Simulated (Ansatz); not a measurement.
C$_{4}$H$_{5}$N (`C=CCC#N`). Charge 0, multiplicity 1.

```xyz
10

C    -1.1879    0.7019   -0.9581
C    -0.3437    0.6178    0.0564
C     0.2546   -0.6741    0.5344
C     1.7112   -0.6392    0.5407
N     2.8596   -0.5966    0.5467
H    -1.4887   -0.1742   -1.5238
H    -1.6089    1.6526   -1.2617
H    -0.0477    1.5090    0.6021
H    -0.0740   -1.5061   -0.0941
H    -0.0746   -0.8911    1.5573
```

Q: List the harmonic frequencies (cm⁻¹, unscaled) at PBE0-D4/def2-TZVP in Ansatz. (Best estimate.)

A: Ansatz gave: 88, 197, 384, 408, 511, 653, 899, 933, 971, 989, 1030, 1135, 1244, 1309, 1330, 1444, 1453, 1732, 2385, 3049, 3104, 3156, 3180, 3248.

Q: Is this a minimum?

A: Yes, all 24 modes are real.

Q: Give the ideal-gas thermochemistry at 298.15 K and 1 bar (rigid rotor, harmonic oscillator; point group C1, symmetry number 1).

A: Zero-point energy 208.4 kJ/mol; H(298) − E = 225.1 kJ/mol; entropy 307.1 J/(mol·K), of which translation 161.3, rotation 105.9, vibration 39.9; G(298) − E = 133.5 kJ/mol. Modes under 100 cm⁻¹ are hindered rotations or soft bends, so the harmonic entropy is rough.

Q: Rotational constants (cm⁻¹)?

A: 0.6575, 0.08826, 0.08425.
